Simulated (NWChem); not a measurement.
System: C₂H₃F; SMILES C=CF

Problem. Give the equilibrium geometry at PBE0/def2-SVP (NWChem) as a list of bonds and angles, with the point group.

Solution. point group Cs; any orientation.
Bonds (Å): C1–C2 1.326, C1–H4 1.092, C1–H5 1.090, C2–F3 1.329, C2–H6 1.095. Bond angles (°): C2–C1–H4 121.1, C2–C1–H5 119.6, H4–C1–H5 119.3, C1–C2–F3 122.8, C1–C2–H6 124.9, F3–C2–H6 112.3.
